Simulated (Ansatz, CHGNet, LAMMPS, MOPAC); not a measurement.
**Ladder of methods for the lattice parameter a of rock-salt SrO**

Reference value: 5.16 Å (measured, 300 K, not corrected to a static lattice; as tabulated in Santana et al. (2016), arXiv:1608.06321).

Question: What do ionic model lewis1985c, PM7 semi-empirical Hartree-Fock (MOPAC), CHGNet 0.3.0, LDA, PBE, revPBE, rVV10, r²SCAN+rVV10, B3LYP (VWN-RPA form), PBE0, r²SCAN0, Hartree–Fock give, and how far is each from the reference?

Answer: 
```
level (code)                                  value (Å)  difference (%)
--------------------------------------------  ---------  --------------
ionic model lewis1985c (shell model, LAMMPS)      5.160            0.00
PM7 semi-empirical Hartree-Fock (MOPAC)           4.628           -10.3
CHGNet 0.3.0                                      5.205           +0.87
LDA (Ansatz)                                      5.064           -1.86
PBE (Ansatz)                                      5.195           +0.68
revPBE (Ansatz)                                   5.241           +1.57
rVV10 (Ansatz)                                    5.192           +0.62
r²SCAN+rVV10 (Ansatz)                             5.140           -0.39
B3LYP (VWN-RPA form) (Ansatz)                     5.201           +0.79
PBE0 (Ansatz)                                     5.153           -0.14
r²SCAN0 (Ansatz)                                  5.137           -0.45
Hartree–Fock (Ansatz)                             5.222           +1.20
```

The reference is not for a static lattice or low temperature, so close values are not ranked against it. Off by more than 1.25 %, or 1.75 % on the side where a correction would as a rule narrow the miss (bounds picked here): PM7 semi-empirical Hartree-Fock (MOPAC) (-10.3 %), LDA (-1.86 %), revPBE (+1.57 %).

The measured value isn't corrected to a static lattice, so vibrations enter the comparison. A static lattice is as a rule a little smaller than the measured one.  PM7 semi-empirical Hartree-Fock (MOPAC): the cell moved over 20 % in volume from its start. PM7 semi-empirical Hartree-Fock (MOPAC): the method was fitted mainly to molecules. PM7 semi-empirical Hartree-Fock (MOPAC): the run uses a supercell at the zone centre in place of a k mesh. Cutoffs and k meshes differ between the levels. Ansatz's density-functional and Hartree–Fock values are scalar-relativistic unless marked +SOC, with PAW data made under PBE.

Empirical potentials (ionic model lewis1985c) are fitted to chosen data: where that held the value shown, agreement is built in, and what lay outside the fit can be far off. Machine-learned potentials (CHGNet 0.3.0) are trained on DFT data: a solid inside that data is no test of them.

Differences are worked out from the printed values.

Ansatz is an electronic-structure program.
